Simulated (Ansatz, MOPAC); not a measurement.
One group Y is varied and pulled off as a radical: Y-Sb(OH)2. Gas-phase values, no solvent. Each species was relaxed from one start; no search for lower structures was made at this level. In the def2 sets, heavy atoms carry core potentials. Strings in code marks are SMILES.

Quantity: electronic energy of homolysis of the metal–ligand bond (relaxed doublet parts, no counterpoise, zero-point or spin–orbit term), in kJ/mol. HF references are unrestricted for open shells and restricted for singlets. Semi-empirical values (MOPAC) are differences of heats of formation.

Level 1: PBE-D3(BJ)/def2-TZVP // B3LYP-D3(BJ)/def2-SVP (Ansatz, a quantum-chemistry and plane-wave program)
Level 2: frozen-core MP2/def2-TZVPP // B3LYP-D3(BJ)/def2-SVP (Ansatz)
Level 3: HF/def2-TZVPP // B3LYP-D3(BJ)/def2-SVP (Ansatz)
Level 4: PM6 // B3LYP-D3(BJ)/def2-SVP (MOPAC)

| species | level 2 | level 3 | level 4 |
|---|---|---|---|
| vinyl: `[OH][Sb]([CH]=C)[OH]` | 344.1 | 179.9 | 221.2 |
| but-3-enyl: `C=CC[CH2][Sb]([OH])[OH]` | 283.3 | 138.1 | 123.5 |
| methyl: `[OH][Sb]([CH3])[OH]` (O–Sb–O–H torsion -90°, O–Sb–O–H torsion -51°) | 286.1 | 157.8 | 168.0 |
| 2,2,2-trifluoroethyl: `[OH][Sb]([OH])[CH2]C(F)(F)F` | 284.1 | 143.3 | 169.6 |
| isopropyl: `[Sb]([OH])([OH])[CH](C)C` | 272.9 | 122.7 | 80.6 |
| tert-butyl: `C[C](C)(C)[Sb]([OH])[OH]` | 273.9 | 104.4 | 55.6 |
| trifluoromethyl: `[C](F)(F)(F)[Sb]([OH])[OH]` (H–O–Sb–O torsion 53°, O–Sb–O–H torsion 98°) | 254.7 | 128.9 | 181.2 |
| ethyl: `C[CH2][Sb]([OH])[OH]` | 276.3 | 137.6 | 121.2 |

### Question
What does level 1 give for each?

### Answer

- vinyl: `[OH][Sb]([CH]=C)[OH]`: 294.4
- but-3-enyl: `C=CC[CH2][Sb]([OH])[OH]`: 254.8
- methyl: `[OH][Sb]([CH3])[OH]` (O–Sb–O–H torsion -90°, O–Sb–O–H torsion -51°): 272.4
- 2,2,2-trifluoroethyl: `[OH][Sb]([OH])[CH2]C(F)(F)F`: 264.0
- isopropyl: `[Sb]([OH])([OH])[CH](C)C`: 236.8
- tert-butyl: `C[C](C)(C)[Sb]([OH])[OH]`: 225.8
- trifluoromethyl: `[C](F)(F)(F)[Sb]([OH])[OH]` (H–O–Sb–O torsion 53°, O–Sb–O–H torsion 98°): 243.2
- ethyl: `C[CH2][Sb]([OH])[OH]`: 251.6
